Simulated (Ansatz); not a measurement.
# BNH6 (SMILES [H]B([H])([H])<-N): the electronic atomisation energy, rung by rung

BNH6 has 8 atoms, charge 0, and is taken as a singlet. SMILES: `[H]B([H])([H])<-N`. The coordinates come from a GFN2-xTB relaxation.

Each level gives the electronic atomisation energy (eV). The values are calculated. Electronic energies at fixed atoms, without zero-point motion or spin-orbit coupling.

| level | kind | program | value (eV) | less FCI/STO-3G | CPU time (all runs) |
| --- | --- | --- | --- | --- | --- |
| revPBE/STO-3G | GGA | Ansatz | 31.96 | +4.19 | 1.7 s |
| r2SCAN/STO-3G | meta-GGA | Ansatz | 32.30 | +4.53 | 4.9 s |
| B3LYP/STO-3G | global hybrid | Ansatz | 32.60 | +4.83 | 1.7 s |
| wB97X/STO-3G | range-separated hybrid | Ansatz | 32.32 | +4.55 | 7.2 s |
| B2PLYP/STO-3G | double hybrid | Ansatz | 30.89 | +3.12 | 2.2 s |
| MP2/STO-3G | perturbation theory | Ansatz | 27.42 | -0.35 | 0.15 s |
| CCSD(T)/STO-3G | coupled cluster or CI | Ansatz | 27.77 | 0.00 | 0.32 s |
| CCSDT/STO-3G | coupled cluster or CI | Ansatz | 27.77 | 0.00 | 1 s |
| CCSDTQ/STO-3G | coupled cluster or CI | Ansatz | 27.77 | 0.00 | 8.4 s |
| FCI/STO-3G | exact in the basis | Ansatz | 27.77 | 0.00 | 56 s |

FCI/STO-3G is exact within its basis and frozen core, so for wave-function methods in that basis the difference is their error; functionals converge differently with the basis, so for them it is only a difference. The values span 27.42 to 32.60 eV. All rows use very small basis sets, so none should be taken for the real molecule's value. Times are those of the runs behind each value, whatever else they computed, on shared processors of several kinds: orders of magnitude only.
